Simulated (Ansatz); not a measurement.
`NC(N)=CO` and `N/C(F)=C\O` differ in one atom or group.

Ansatz, PBE0-D4/def2-TZVP geometries, multiplicity 1. Each molecule was computed in one conformer, which needn't be the lowest.

```
                                        property  `NC(N)=CO`
              HOMO energy (PBE0/def2-TZVPP) / eV       -5.25
size of the dipole moment (B3LYP/def2-TZVPP) / D        0.92
             LUMO energy (B3LYP/def2-TZVPP) / eV        0.57
  size of the dipole moment (PBE/def2-TZVPP) / D        0.91
           HOMO–LUMO gap (B3LYP/def2-TZVPP) / eV        5.64
         HOMO–LUMO gap (ωB97M-V/def2-TZVPP) / eV        9.83
```

Q: Give the same properties after the change, and the shifts. (Best estimate.)

A: Computed: 
| property | `N/C(F)=C\O` | shift |
| --- | --- | --- |
| HOMO energy (PBE0/def2-TZVPP) / eV | -6.37 | -1.12 |
| size of the dipole moment (B3LYP/def2-TZVPP) / D | 2.08 | 1.16 |
| LUMO energy (B3LYP/def2-TZVPP) / eV | 0.36 | -0.21 |
| size of the dipole moment (PBE/def2-TZVPP) / D | 2.08 | 1.17 |
| HOMO–LUMO gap (B3LYP/def2-TZVPP) / eV | 6.54 | 0.90 |
| HOMO–LUMO gap (ωB97M-V/def2-TZVPP) / eV | 10.76 | 0.93 |

With PBE0 the HOMO falls by 1.12 eV and the LUMO falls by 0.19 eV, so the gap widens by about 0.93 eV. PBE moves the HOMO by -1.01 eV and ωB97M-V by -1.15 eV. Dipoles are sizes alone; their direction can turn.

B3LYP here is the variant with VWN-RPA as its local correlation; programs differ in this.
